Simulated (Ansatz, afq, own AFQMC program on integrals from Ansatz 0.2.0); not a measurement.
AFQMC on a folder of integrals that Ansatz 0.2.0 wrote.

```yaml
crystal:
  periodic: [false, false, false]
  atoms:
    - {symbol: C, position_ang: [0.000000, -0.004091, 0.710222]}
    - {symbol: C, position_ang: [0.000000, 0.000999, -0.768865]}
    - {symbol: H, position_ang: [0.000000, -1.016651, 1.116544]}
    - {symbol: H, position_ang: [0.875198, 0.517639, 1.119672]}
    - {symbol: H, position_ang: [-0.875198, 0.517639, 1.119672]}
    - {symbol: H, position_ang: [0.000000, -0.917039, -1.340737]}
    - {symbol: H, position_ang: [0.000000, 0.935259, -1.316351]}
basis:
  gaussian: {orbitals: 6-31G}
magnetization: {spin_polarized: true, initial_magnetization: 1}
correlation: {method: ccsd_t, electrons: outside_noble_gas, hamiltonian_folder: ham}
```

```sh
$ ansatz run in.yaml --threads 1 --pin off --events-out ev --progress --plain --max-ram 1382MiB
```

afq runs on the folder ham with

```
--method phaseless --trial hf --walkers 120 --populations 1 --least-time 40 --time-step 0.005 --steps-per-block 20 --equilibration-blocks 112 --max-blocks 600 --target-error 0.00129 --factor-cut 1e-05 --start spin_pure --seed 3639 --taylor-order 6
```

Times are imaginary, in 1/Eh. The walk had a cap of 542 s.

Log:

```
orbitals 26  electrons 7 6  factors 193 of 414
reference energy -78.56812519 Eh
CCSD correlation -0.19449920 Eh in 10 cycles, weight of the determinant in the CISD state 0.9140
energy of the start -78.568627 Eh
 block  time / (1/Eh)  mean weight  energy / Eh
     1     0.100  1.0006  -78.605412
     2     0.200  1.0013  -78.638933
     3     0.300  1.0029  -78.672558
     4     0.400  1.0018  -78.687210
     5     0.500  1.0004  -78.695106
     7     0.700  0.9995  -78.717955
     9     0.900  1.0015  -78.739600
    18     1.800  0.9971  -78.773720
    52     5.200  0.9988  -78.773026
    86     8.600  1.0005  -78.753968
   120    12.000  1.0012  -78.770048
   154    15.400  0.9996  -78.766323
   188    18.800  0.9990  -78.749566
   222    22.200  1.0010  -78.782802
   239    23.900  0.9998  -78.793094
   256    25.600  1.0006  -78.758296
   290    29.000  0.9991  -78.733400
   324    32.400  0.9995  -78.774387
   358    35.800  1.0002  -78.766683
   392    39.200  1.0007  -78.770389
   426    42.600  1.0004  -78.763147
   460    46.000  1.0010  -78.752980
   494    49.400  1.0006  -78.771838
   528    52.800  1.0015  -78.782141
   562    56.200  0.9986  -78.781898
   596    59.600  1.0015  -78.790263
   630    63.000  1.0003  -78.781972
   664    66.400  1.0004  -78.761633
   698    69.800  0.9987  -78.776157
blocks merged  error / Eh  count
     1  0.000660  600
     2  0.000880  300
     4  0.001131  150
     8  0.001361  75
    16  0.001417  37
    32  0.001558  18
    64  0.001624  9
energy -78.766880 +/- 0.001558 Eh
(rows thinned)
```

The run passed its tests (sampling time, drift between the halves within three errors, error under three times the target), which doesn't prove that it has relaxed.

Against this walk (error 42.4 meV) on the same determinant: CCSD(T) 24.7 meV higher (within the noise), CCSDT(Q) 7.2 meV higher (within the noise), a separate phaseless walk with a CISD trial and standard settings 21.6 ± 43.8 meV higher (within the noise). The error is statistical and leaves out the bias of the constraint.

Cautions: constraint bias not in the error; error above the target (42.4 against 35.1 meV).

The walk took 2.2 min on 1 thread of Arm Neoverse V2, on a shared host. The log's last line is the phaseless energy.

CCSDT and higher add their correlation energy to the determinant of the CCSD(T) run, since their own runs factorise the integrals more tightly (a shift of under 2 meV). A walk keeps the symmetry of its determinant, which the program's search chose and which needn't be the lowest solution, so a lower state of the same spin and another symmetry isn't excluded.
